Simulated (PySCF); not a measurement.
**SiP at MN15**

Level: MN15. PySCF, spin-free X2C with a Gaussian nucleus, basis sets Si x2c-SVPall, P x2c-SVPall.

```
state                                           : ²Π (doublet), unpaired electrons π ↑
bond length                                     : 2.049 Å
harmonic wavenumber                             : 668 cm⁻¹
force constant                                  : 3.87 mdyn/Å
rotational constant Be                          : 0.2733 cm⁻¹
anharmonicity ωexe                              : 2.13 cm⁻¹
vibration–rotation constant αe                  : 0.00124 cm⁻¹
well depth De to Si + P                         : 3.81 eV
dissociation energy D0                          : 3.77 eV
bond order (Mayer)                              : 2.26
dipole moment (positive dipole means Si(−)P(+)) : -0.70 D
```

The state is the lowest determinant that a PBE0 search found; another state may lie lower at other levels.
